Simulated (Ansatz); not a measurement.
System: NH2, charge -1, multiplicity 1. 
Geometry from a B3LYP-D3(BJ)/def2-TZVP (Ansatz, a quantum-chemistry and plane-wave program) optimisation:
```
N
H 1 1.0353
H 1 1.0353 2 100.42
```
Charge -1, spin multiplicity 1.

Parts of the frozen-core correlation energy in STO-3G (Ansatz, hartree). Frozen orbitals: 1; correlated occupied orbitals by spin: 4 and 4; virtual: 2 and 2. Spin-orbit coupling is left out. No relativistic terms.

| term | value |
|---|---|
| reference (HF) | -54.57971 |
| MP2 opposite-spin | -0.03076 |
| MP2 same-spin | -0.00108 |
| CCSD correlation | -0.04554 |
| (T) | -0.00009 |
| FCI minus CCSD(T) | -0.00004 |
| T1 diagnostic | 0.003 |
| largest doubles amplitude | 0.071 |
